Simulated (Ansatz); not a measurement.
## A small benchmark: dipole moment

10 molecules with nitrogen; the dipole moment in D, computed less measured. Shapes, held fixed at every level: PBE0-D4/def2-TZVP. No vibrational averaging. Dipoles are compared by magnitude; molecules under 1 D, whose direction can flip, are left out. Programs: Ansatz 0.2.0. Measured values: NIST CCCBDB.

Levels: A = PBE-D4/def2-TZVPP; B = r2SCAN-D4/def2-TZVPP; C = wB97M-V/def2-TZVPP.

| molecule | measured | A | B | C |
| --- | --- | --- | --- | --- |
| NS (Mononitrogen monosulfide) | 1.81 | +0.02 | -0.01 | +0.11 |
| HCN (hydrogen cyanide) | 2.98 | -0.06 | +0.04 | +0.06 |
| HNC (hydrogen isocyanide) | 3.05 | +0.09 | +0.09 | +0.02 |
| NH3 (ammonia) | 1.47 | +0.10 | +0.12 | +0.14 |
| CH2N2 (cyanamide) | 4.32 | +0.28 | +0.39 | +0.30 |
| CH3N (methanimine) | 2.00 | -0.11 | -0.04 | +0.01 |
| C2F3N (cyanotrifluoromethane) | 1.33 | +0.15 | +0.16 | +0.07 |
| CH5N (SMILES CN) | 1.31 | -0.06 | -0.03 | 0.00 |
| C3H3NO (oxazole) | 1.50 | +0.06 | +0.07 | +0.07 |
| C5H9N (pivalonitrile) | 3.95 | +0.09 | +0.20 | +0.15 |

(1) Which level does best on this set, which worst, and which err to one side?

## Answers

(1) 
```
               level                    kind  mean error  mean absolute error  worst case
   PBE-D4/def2-TZVPP                     GGA      +0.056                0.102       CH2N2
r2SCAN-D4/def2-TZVPP                meta-GGA      +0.099                0.115       CH2N2
  wB97M-V/def2-TZVPP  range-separated hybrid      +0.093                0.093       CH2N2
```

On this set wB97M-V/def2-TZVPP has the smallest mean absolute error and r2SCAN-D4/def2-TZVPP the largest. r2SCAN-D4/def2-TZVPP is too high in 7 of 10; wB97M-V/def2-TZVPP is too high in 9 of 10. All levels miss CH2N2 on one side: the cause may be the shape, the tabulated value or an error that the levels share. The tabulated value of C2F3N is in doubt (older tables, estimates, or at odds with other calculations) and kept here. Over the 9 molecules whose values aren't doubted the mean absolute errors are A 0.097; B 0.110; C 0.096. The smallest two are near a tie. The largest two are near a tie. Open shells run unrestricted. The set is small.
